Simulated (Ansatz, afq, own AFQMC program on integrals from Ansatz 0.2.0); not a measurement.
Two steps: Ansatz 0.2.0 writes the Fock matrix and Cholesky factors of the valence space, and afq projects on them the lowest state that overlaps trial and start.

```yaml
crystal:
  periodic: [false, false, false]
  atoms:
    - {symbol: Be, position_ang: [0.000000, 0.000000, 2.844500]}
    - {symbol: Be, position_ang: [0.000000, 0.000000, -2.844500]}
    - {symbol: H, position_ang: [0.000000, 0.000000, 4.192018]}
    - {symbol: H, position_ang: [0.000000, 0.000000, -4.192018]}
basis:
  gaussian: {orbitals: cc-pVDZ}
magnetization: {spin_polarized: false}
correlation: {method: ccsd_t, electrons: outside_noble_gas, hamiltonian_folder: ham}
```

```sh
$ ansatz run in.yaml --threads 1 --pin off --events-out ev --progress --plain --max-ram 1382MiB
```

afq runs on the folder ham with

```
--method phaseless --trial cisd --walkers 60 --populations 1 --least-time 40 --time-step 0.005 --steps-per-block 50 --equilibration-blocks 40 --max-blocks 300 --target-error 0.00058 --factor-cut 1e-05 --seed 9631 --release-times 0.24,0.51,0.99,1.62,2.4 --release-step 0.03 --release-every 4 --taylor-order 6
```

Times are imaginary, in 1/Eh. The walk had a cap of 799 s.

afq prints:

```
orbitals 36  electrons 3 3  factors 233 of 348
reference energy -30.19255528 Eh
CCSD correlation -0.17429942 Eh in 13 cycles, weight of the determinant in the CISD state 0.5613
energy of the start -30.366855 Eh
 block  time / (1/Eh)  mean weight  energy / Eh
     1     0.250  0.9992  -30.364610
     2     0.500  1.0017  -30.364486
     3     0.750  1.0004  -30.364516
     4     1.000  1.0000  -30.366257
     5     1.250  1.0012  -30.367037
    10     2.500  0.9995  -30.367019
    49    12.250  1.0011  -30.378148
    89    22.250  0.9993  -30.387531
   129    32.250  1.0002  -30.376770
   169    42.250  0.9992  -30.400240
   209    52.250  0.9997  -30.374656
   233    58.250  0.9985  -30.361773
   249    62.250  1.0005  -30.362533
   289    72.250  0.9994  -30.377447
   329    82.250  0.9990  -30.386993
   337    84.250  1.0009  -30.370593
blocks merged  error / Eh  count
     1  0.000447  300
     2  0.000582  150
     4  0.000727  75
     8  0.000924  37
    16  0.000945  18
    32  0.001043  9
released: time / (1/Eh)  energy / Eh  error  mean overlap
  0.24  -30.373102  0.000778  1.0043
  0.51  -30.374393  0.000821  0.9970
  0.99  -30.375464  0.000736  0.9892
  1.62  -30.374900  0.000828  0.9987
  2.40  -30.374578  0.000898  1.0234
energy -30.374169 +/- 0.000945 Eh
(rows thinned)
```

The run passed its tests (sampling time, drift between the halves within three errors, error under three times the target), which doesn't prove that it has relaxed. The second half of the sampling lies above the first by 2.2 errors of their difference, so the energy may still be moving and its error bar be too small.

Against this walk (error 25.7 meV) on the same determinant: CCSD(T) 120.4 meV lower, CCSDT(Q) 86.4 meV lower, full CI 83.4 meV lower. The error is statistical and leaves out the bias of the constraint. Released to 2.40 1/Eh the energy moves by -11 ± 35 meV (both errors), within twice the noise. Full CI is exact here, so the walk's 83 meV above it is the walk's own error: the bias of the constraint with this trial, or a walk that hasn't relaxed. The determinant is a poor start (see the cautions), so the low cluster orders aren't to be relied on, and full CI is the sure value.

Cautions: constraint bias not in the error; error above the target (25.7 against 15.8 meV); higher spins were not checked; restricted determinant unstable towards unrestricted (UHF 2.91 eV lower, ⟨S²⟩ 1.00); strong correlation (T1 0.059, weight of the determinant 0.56, largest double 0.81); (T) is large, 7 % of the CCSD correlation; the CCSD(T) amplitudes may be one of several solutions (largest double 0.81); the CCSDT(Q) amplitudes may be one of several solutions (largest double 0.88); the released energy hasn't reached full CI (72 meV above it at 2.40 1/Eh); the bias of populations of 60 walkers isn't removed.

The walk took 2.6 min on 1 thread of Arm Neoverse V1 (shared host). The log's last line is the phaseless energy.

CCSDT and higher add their correlation energy to the determinant of the CCSD(T) run, since their own runs factorise the integrals more tightly (a shift of under 2 meV). A walk keeps the symmetry of its determinant, which the program's search chose and which needn't be the lowest solution, so a lower state of the same spin and another symmetry isn't excluded.
